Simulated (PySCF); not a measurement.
# [NH4]+ (ammonium): B3LYP/def2-TZVPP

What is the vertical singlet–triplet gap of [NH4]+ (ammonium) at B3LYP/def2-TZVPP? The job is set up through a Python script.

The results are computed with PySCF 2.14.0.

3 further runs of the same task are left out: 1 that didn't finish, 2 set aside as unsound or not needed.

### Step 1. The structure to begin with

The species is [NH4]+ (5 atoms), meant as a singlet with charge +1. As SMILES, `[NH4+]`. The shape is that of a PBE0-D4/def2-TZVP optimisation.

Bond lengths: N1–H2 1.024 Å, N1–H3 1.024 Å, N1–H4 1.024 Å, N1–H5 1.024 Å. Angles: H2–N1–H3 109.5°, H2–N1–H4 109.5°, H2–N1–H5 109.5°, H3–N1–H4 109.5°, H3–N1–H5 109.5°, H4–N1–H5 109.5°.

### Step 2. The energy at B3LYP/def2-TZVPP

run.py

```python
from pyscf import gto, dft

mol = gto.M(
    atom='''
N    0.000010   0.000010   0.000000
H    0.453330  -0.447860   0.801010
H   -0.972430   0.216180   0.235210
H    0.023940  -0.633460  -0.803650
H    0.495160   0.865130  -0.232580
''',
    verbose=3,
    basis='def2-tzvpp',
    max_memory=1860,
    charge=1,
)

calc0 = dft.RKS(mol)
calc0.xc = 'b3lyp'
calc0.grids.level = 5
calc0.conv_tol = 1e-10
calc0.kernel()
if not calc0.converged:
    calc0 = calc0.newton().run(calc0.mo_coeff, calc0.mo_occ)

e_final = calc0.e_tot
print(f'total energy: {e_final:.8f} hartree')
```

On the command line:

```sh
OMP_NUM_THREADS=1 python run.py
```

The program printed:

```text
converged SCF energy = -56.9271320951208
total energy: -56.92713210 hartree
```

Run time: 11 s. Hardware: 1 thread of Arm Neoverse N1, shared host; peak memory 0.4 GiB.

### Step 3. The triplet at the same level

calc.py

```python
from pyscf import gto, dft

mol = gto.Mole()
mol.atom = '''
N        0.000010       0.000010       0.000000
H        0.453330      -0.447860       0.801010
H       -0.972430       0.216180       0.235210
H        0.023940      -0.633460      -0.803650
H        0.495160       0.865130      -0.232580
'''
mol.max_memory = 1860
mol.basis = 'def2-tzvpp'
mol.spin = 2
mol.charge = 1
mol.verbose = 4
mol.build()

mf = dft.UKS(mol, xc='b3lyp')
mf.conv_tol = 1e-10
mf.grids.level = 5
mf.kernel()
if not mf.converged:
    mf = mf.newton().run(mf.mo_coeff, mf.mo_occ)

energy = mf.e_tot
print('E(%s) = %.9f' % ('B3LYP', energy))
```

On the command line:

```sh
OMP_NUM_THREADS=1 python calc.py
```

The program printed:

```text
PySCF version 2.14.0

[INPUT] num. atoms = 5
[INPUT] num. electrons = 10
[INPUT] charge = 1
[INPUT] spin (= nelec alpha-beta = 2S) = 2
[INPUT] symmetry False subgroup None
[INPUT] Mole.unit = angstrom
[INPUT] Symbol           X                Y                Z      unit          X                Y                Z       unit  Magmom
[INPUT]  1 N      0.000010000000   0.000010000000   0.000000000000 AA    0.000018897261   0.000018897261   0.000000000000 Bohr   0.0
[INPUT]  2 H      0.453330000000  -0.447860000000   0.801010000000 AA    0.856669544049  -0.846332742148   1.513689523038 Bohr   0.0
[INPUT]  3 H     -0.972430000000   0.216180000000   0.235210000000 AA   -1.837626375311   0.408520993608   0.444482481759 Bohr   0.0
[INPUT]  4 H      0.023940000000  -0.633460000000  -0.803650000000 AA    0.045240043422  -1.197065910867  -1.518678400007 Bohr   0.0
[INPUT]  5 H      0.495160000000   0.865130000000  -0.232580000000 AA    0.935716787840   1.634858762145  -0.439512502051 Bohr   0.0

nuclear repulsion = 16.375270085821
number of shells = 35
number of NR pGTOs = 110
number of NR cGTOs = 87
basis = def2-tzvpp
ecp = {}

[... 33 lines left out ...]
[... the frontier-level lines of each cycle are left out ...]
[... 13 lines left out ...]
[... 17 lines left out ...]
[... 17 lines left out ...]
[... 17 lines left out ...]
[... 17 lines left out ...]
[... 17 lines left out ...]
[... 17 lines left out ...]
[... 17 lines left out ...]
[... 17 lines left out ...]
[... 17 lines left out ...]
[... 1 line left out ...]
cycle= 30 E= -56.3975297452354  delta_E= -5.21e-11  |g|= 3.84e-05  |ddm|= 0.00236


cycle= 31 E= -56.3975297477035  delta_E= -2.47e-09  |g|= 2e-05  |ddm|= 0.000276


cycle= 32 E= -56.3975297487347  delta_E= -1.03e-09  |g|= 9.63e-06  |ddm|= 0.000152


cycle= 33 E= -56.3975297499497  delta_E= -1.21e-09  |g|= 2.45e-06  |ddm|= 0.000208


cycle= 34 E= -56.397529750413  delta_E= -4.63e-10  |g|= 1.4e-06  |ddm|= 0.000172


cycle= 35 E= -56.3975297504459  delta_E= -3.28e-11  |g|= 7.24e-07  |ddm|= 0.000105


Extra cycle  E= -56.3975297504464  delta_E= -5.54e-13  |g|= 6.05e-07  |ddm|= 5.48e-06
converged SCF energy = -56.3975297504464  <S^2> = 2.0028337  2S+1 = 3.0018886
E(B3LYP) = -56.397529750
```

Run time: 60 s. Hardware: 1 thread of Arm Neoverse N1, shared host; peak memory 0.42 GiB.

### Step 4. What came out

At B3LYP/def2-TZVPP:

| quantity | value |
| --- | --- |
| singlet: total energy | -56.92713 Eh |
| singlet: HOMO energy | -22.50 eV |
| singlet: LUMO energy | -6.34 eV |
| singlet: HOMO–LUMO gap | 16.17 eV |
| triplet: total energy | -56.39753 Eh |
| triplet: HOMO energy (highest over α and β) | -9.72 eV |
| triplet: ⟨S²⟩ | 2.003 |
| vertical energy of the triplet above the singlet | 14.411 eV |

**Reading.** At this shape the triplet lies 14.41 eV (332 kcal/mol) above the singlet. Mulliken charges (triplet) run from +0.01 on H2 to +0.72 on N1.
